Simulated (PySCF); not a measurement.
# One shape, several levels: HNO2 (nitrous acid)

Wanted: a comparison of 6 runs (B2PLYP/def2-TZVP, CAM-B3LYP/def2-TZVP, M06-2X/def2-TZVP, PBE/def2-TZVP, SCS-MP2/def2-TZVP, CCSD(T)/def2-TZVP) of HNO2 (nitrous acid). 

Program for the calculation: PySCF 2.14.0.

1 further run of the same task is left out (set aside as unsound or not needed).

**1. The structure to begin with**

HNO2: 4 atoms, total charge 0, spin state singlet. As SMILES, `O=NO`. The shape is that of a PBE0-D4/def2-TZVP optimisation.

Bond lengths: O1–N2 1.162 Å, N2–O3 1.397 Å, O3–H4 0.967 Å. Angles: O1–N2–O3 111.2°, N2–O3–H4 102.9°.

**2. The energy at B2PLYP/def2-TZVP (run 1)**

Contents of calc.py:

```python
from pyscf import gto, dft, mp

molecule = gto.M(
    atom='O 0.413650 0.047230 1.437260; N 0.320150 -0.419400 0.377370; O -0.362650 0.434660 -0.492650; H -0.371140 -0.062490 -1.321980',
    max_memory=1860,
    basis='def2-tzvp',
    verbose=3,
)

mf = dft.RKS(molecule)
mf.xc = '0.53*HF + 0.47*B88, 0.73*LYP'
mf.conv_tol = 1e-10
mf.grids.level = 5
mf.kernel()
if not mf.converged:
    mf = mf.newton().run(mf.mo_coeff, mf.mo_occ)

pt = mp.MP2(mf, frozen=3).run()
energy = mf.e_tot + 0.27 * pt.e_corr
print('PT2 part  %.8f' % (0.27 * pt.e_corr))
print(f'total energy: {energy:.8f} hartree')
```

Launch:

```bash
$ OMP_NUM_THREADS=1 python calc.py
```

Output:

```text
converged SCF energy = -205.43791783224
E(RMP2) = -206.267957555803  E_corr = -0.830039723562981
E(SCS-RMP2) = -206.243208498065  E_corr = -0.805290665824294
PT2 part  -0.22411073
total energy: -205.66202856 hartree
```

It took 12 s on 1 thread of Arm Neoverse V1, shared host; peak memory 0.48 GiB.

**3. The energy at CAM-B3LYP/def2-TZVP (run 2)**

Contents of start.xyz:

```xyz
4

O      0.413650     0.047230     1.437260
N      0.320150    -0.419400     0.377370
O     -0.362650     0.434660    -0.492650
H     -0.371140    -0.062490    -1.321980
```

Contents of run.py:

```python
from pyscf import gto, dft

mol = gto.M(
    atom='start.xyz',
    basis='def2-tzvp',
    max_memory=1860,
    verbose=4,
)

mf = dft.RKS(mol, xc='cam-b3lyp')
mf.conv_tol = 1e-10
mf.grids.level = 5
mf.kernel()
if not mf.converged:
    mf = mf.newton().run(mf.mo_coeff, mf.mo_occ)

e_tot = mf.e_tot
print(f'total energy: {e_tot:.8f} hartree')
```

Launch:

```bash
$ OMP_NUM_THREADS=1 python run.py
```

Output:

```text
PySCF version 2.14.0

[... 74 lines left out ...]
converged SCF energy = -205.725811222881
total energy: -205.72581122 hartree
```

Run time: 18 s. Hardware: 1 thread of Arm Neoverse V1, shared host; peak memory 0.48 GiB.

Runs 3 to 5 aren't shown in full; the table further down has their settings and results.

**4. The energy at CCSD(T)/def2-TZVP (run 6)**

Contents of calc.py:

```python
from pyscf import gto, scf, cc

mol = gto.Mole()
mol.atom = 'O 0.413650 0.047230 1.437260; N 0.320150 -0.419400 0.377370; O -0.362650 0.434660 -0.492650; H -0.371140 -0.062490 -1.321980'
mol.charge = 0
mol.basis = 'def2-tzvp'
mol.max_memory = 1860
mol.verbose = 3
mol.build()

calc0 = scf.RHF(mol)
calc0.conv_tol = 1e-10
calc0.kernel()
if not calc0.converged:
    calc0 = calc0.newton().run(calc0.mo_coeff, calc0.mo_occ)

mycc = cc.CCSD(calc0, frozen=3)
mycc.kernel()
e_t = mycc.ccsd_t()
etot = mycc.e_tot + e_t
print('E = %.10f Eh' % etot)
```

Launch:

```bash
$ OMP_NUM_THREADS=1 python calc.py
```

Output:

```text
converged SCF energy = -204.732751805859
E(CCSD) = -205.4049835515754  E_corr = -0.6722317457161537
CCSD(T) correction = -0.0311940585111026
E = -205.4361776101 Eh
```

Wall time 50 s (1 thread of Arm Neoverse V1, shared host); peak memory 0.62 GiB.

**5. Overview of the runs**

```csv
run,level,frozen core orbitals,integration grid,energy (Eh),dipole moment (D) of the reference,HOMO energy (eV),LUMO energy (eV),wall time
1,B2PLYP/def2-TZVP,3,5,-205.662029,2.28,-9.77,-0.38,12 s
2,CAM-B3LYP/def2-TZVP,–,5,-205.725811,2.24,-9.68,-0.86,18 s
3,M06-2X/def2-TZVP,–,5,-205.709388,2.22,-9.80,-0.79,25 s
4,PBE/def2-TZVP,–,5,-205.598713,2.13,-6.43,-3.29,11 s
5,SCS-MP2/def2-TZVP,3,–,-205.387265,2.40,-12.43,2.73,2.5 s
6,CCSD(T)/def2-TZVP,3,–,-205.436178,2.40,-12.43,2.73,50 s
```

**6. Outcome**

```
                                          quantity          value
                               run 6: total energy  -205.43618 Eh
       run 6: dipole moment (Hartree–Fock density)         2.40 D
        run 6: HOMO energy (Hartree–Fock orbitals)      -12.43 eV
        run 6: LUMO energy (Hartree–Fock orbitals)        2.73 eV
      run 6: HOMO–LUMO gap (Hartree–Fock orbitals)       15.16 eV
run 6: correlation energy (3 core orbitals frozen)     -703.4 mEh
                             run 6: (T) correction     -31.19 mEh
                              run 6: T1 diagnostic          0.020
```

What this shows: Over runs 1, 2, 3, 4 the dipole moment (its size) runs from 2.13 D (PBE/def2-TZVP) to 2.28 D (B2PLYP/def2-TZVP). A double hybrid's value is that of its SCF part. Over runs 1, 2, 3, 4 the HOMO–LUMO gap runs from 3.14 eV (PBE/def2-TZVP) to 9.40 eV (B2PLYP/def2-TZVP). Totals of different functionals can't be ranked against each other. All runs together took 2 min, the longest 50 s.
